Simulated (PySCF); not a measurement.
# What an electron can do to OH

CCSD(T) extrapolated to the basis-set limit (PySCF; OH CCSD(T)/CBS(TQ)+CV+SR, OH⁺ CCSD(T)/CBS(TQ)+CV+SR, OH⁻ CCSD(T)/CBS(TQ)+CV+SR; CV core-valence, SR scalar-relativistic term); no spin–orbit coupling.

| species | state (unpaired electrons) | Re (Å) | ωe (cm⁻¹) | energy of the minimum from the neutral (eV) | De (eV) | dissociates to |
| --- | --- | --- | --- | --- | --- | --- |
| OH | doublet (π ↑) | 0.969 | 3752 | 0.00 | 4.65 | H + O |
| OH⁺ | triplet (π ↑↑) | 1.027 | 3131 | 13.05 | 5.21 | H⁺ + O |
| OH⁻ | singlet (closed shell) | 0.963 | 3760 | -1.83 | 5.04 | H + O⁻ |

Question: Work out the lowest energy to break OH into atoms, from its vibrational ground state.

Answer: D0 = De − ωe/2 = 4.65 − 0.23 = 4.42 eV (composite CCSD(T)).

Question: Work out the ionisation energy of the H atom at this level and the threshold of dissociative ionisation.

Answer: IE(H) = 13.05 + 5.21 − 4.65 = 13.61 eV, so H⁺ + O + e⁻ appears at D0 + IE(H) = 18.03 eV (composite CCSD(T)). The measured IE(H) is 13.598 eV (NIST ASD).

Question: Work out the electron affinity of the O atom and the threshold of dissociative attachment.

Answer: EA(O) = 4.65 − 5.04 − (-1.83) = 1.44 eV, so H + O⁻ needs D0 − EA(O) = 2.98 eV (composite CCSD(T)). The measured EA(O) is 1.461 eV.

Question: At which energy does ion-pair formation open?

Answer: H⁺ + O⁻ lies at D0 + IE(H) − EA(O) = 16.59 eV (composite CCSD(T)).

These are thermodynamic thresholds; the onsets seen under electron impact lie higher where the geometry changes, and cross-sections peak well above them.

For an ion De counts to the pair picked by the measured ionisation energies or electron affinities, which need not be the lowest pair at this level. Where the molecule has an RHF reference, its open-shell atoms are computed with UHF. The CCSD T1 diagnostic is raised in OH⁻, a sign that a single reference may not be enough there. States were picked by a PBE0 search and need not be the measured ground states.
